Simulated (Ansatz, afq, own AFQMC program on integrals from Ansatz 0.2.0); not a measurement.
Integrals from Ansatz 0.2.0, then the random walk in our own AFQMC program (afq).

```yaml
crystal:
  periodic: [false, false, false]
  atoms:
    - {symbol: Ge, position_ang: [0.000000, 0.011790, 0.302060]}
    - {symbol: O, position_ang: [0.000000, -0.094380, -1.266096]}
    - {symbol: H, position_ang: [0.000000, 0.648483, -1.671598]}
basis:
  gaussian: {orbitals: cc-pVDZ}
magnetization: {spin_polarized: true, initial_magnetization: 1}
correlation: {method: ccsd_t, electrons: outside_noble_gas, hamiltonian_folder: ham}
```

```sh
$ ansatz run in.yaml --threads 1 --pin off --events-out ev --progress --plain --max-ram 1382MiB
```

Options of the walk:

```
--method phaseless --trial cisd --walkers 60 --populations 1 --least-time 40 --time-step 0.005 --steps-per-block 50 --equilibration-blocks 28 --max-blocks 300 --target-error 0.0004 --factor-cut 1e-05 --start spin_pure --seed 7226 --release-times 0.24,0.51,0.99,1.62,2.4 --release-step 0.03 --release-every 4 --taylor-order 6
```

Times are imaginary, in 1/Eh. The walk had a cap of 774 s. Filled inner d shells are frozen with the cores.

```
orbitals 31  electrons 6 5  factors 244 of 501
reference energy -2150.72629470 Eh
CCSD correlation -0.25825847 Eh in 11 cycles, weight of the determinant in the CISD state 0.9024
energy of the start -2150.983983 Eh
 block  time / (1/Eh)  mean weight  energy / Eh
     1     0.250  0.9989  -2150.985744
     2     0.500  0.9985  -2150.983853
     3     0.750  1.0016  -2150.985408
     4     1.000  1.0005  -2150.986268
     5     1.250  1.0016  -2150.989732
     8     2.000  0.9998  -2150.987595
    15     3.750  0.9978  -2150.993335
    36     9.000  0.9987  -2150.988988
    57    14.250  1.0018  -2150.986613
    71    17.750  0.9999  -2150.982792
    78    19.500  1.0006  -2150.999234
    99    24.750  0.9991  -2150.986905
   106    26.500  0.9991  -2150.999742
   120    30.000  0.9989  -2150.993070
   141    35.250  1.0019  -2150.991416
   162    40.500  1.0002  -2150.995284
   183    45.750  1.0003  -2150.985616
   204    51.000  0.9970  -2150.991560
   225    56.250  0.9969  -2150.991616
   246    61.500  1.0006  -2150.990096
   267    66.750  0.9981  -2150.988045
   288    72.000  1.0035  -2150.985319
   309    77.250  1.0014  -2150.991587
   316    79.000  0.9995  -2150.993552
blocks merged  error / Eh  count
     1  0.000262  290
     2  0.000307  145
     4  0.000339  72
     8  0.000397  36
    16  0.000354  18
    32  0.000331  9
released: time / (1/Eh)  energy / Eh  error  mean overlap
  0.24  -2150.991311  0.000447  0.9990
  0.51  -2150.992078  0.000526  0.9874
  0.99  -2150.991550  0.000525  0.9883
  1.62  -2150.991584  0.000484  0.9670
  2.40  -2150.990757  0.000770  0.9856
energy -2150.990886 +/- 0.000397 Eh
(rows thinned)
```

Task: Estimate how long the walk took on 1 thread of Arm Neoverse V1, with other jobs on the host.

Result: 5.4 min of wall time.

The run passed its tests (sampling time, drift between the halves within three errors, error under three times the target), which doesn't prove that it has relaxed.

Against this walk (error 10.8 meV) on the same determinant: CCSD(T) 16.8 meV higher (within the noise), CCSDT(Q) 12.9 meV lower (within the noise). The error is statistical and leaves out the bias of the constraint. Released to 2.40 1/Eh the energy moves by 4 ± 24 meV (both errors), within twice the noise.

Cautions: constraint bias not in the error; no relativity below Rb; no spin-orbit coupling; inner d shell frozen.

CCSDT and higher add their correlation energy to the determinant of the CCSD(T) run, since their own runs factorise the integrals more tightly (a shift of under 2 meV). A walk keeps the symmetry of its determinant, which the program's search chose and which needn't be the lowest solution, so a lower state of the same spin and another symmetry isn't excluded.
